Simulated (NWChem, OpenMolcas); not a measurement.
How basis sets differ on Si2H5O (SMILES [SiH2]O[SiH3])

Si2H5O: 8 atoms, total charge 0, spin state doublet. SMILES: `[SiH2]O[SiH3]`. The shape is that of a PBE0-D4/def2-TZVP optimisation. This is one conformer, not always the lowest.

```tsv
atom	x (Å)	y (Å)	z (Å)
Si	-1.2812	0.9330	-0.8659
O	-0.3523	-0.2792	-0.2769
Si	0.7650	-0.7230	0.8359
H	-1.9028	0.4581	-2.1336
H	-0.4406	2.1420	-1.1187
H	1.2919	-2.0546	0.4531
H	0.1381	-0.7993	2.1804
H	1.8741	0.2660	0.8698
```

Quantity: the dipole moment, in D. The values are calculated.

```json
{"level": "ROHF/ANO-RCC-MB (DKH2)", "kind": "Hartree–Fock", "program": "OpenMolcas", "value (D)": "0.96", "CPU time": "2.4 s"}
{"level": "ROHF/ANO-XS-MB (DKH2)", "kind": "Hartree–Fock", "program": "OpenMolcas", "value (D)": "1.26", "CPU time": "7.5 s"}
{"level": "UHF/STO-3G", "kind": "Hartree–Fock", "program": "OpenMolcas", "value (D)": "0.99", "CPU time": "2.9 s"}
{"level": "UHF/3-21G", "kind": "Hartree–Fock", "program": "OpenMolcas", "value (D)": "1.02", "CPU time": "3.6 s"}
{"level": "UHF/6-311+G**", "kind": "Hartree–Fock", "program": "NWChem", "value (D)": "0.65", "CPU time": "27 s"}
```

The values span 0.65 to 1.26 D. Magnitudes only. Sets without polarisation functions give poor dipoles. Times are those of the runs behind each value, whatever else they computed, on shared processors of several kinds: orders of magnitude only.
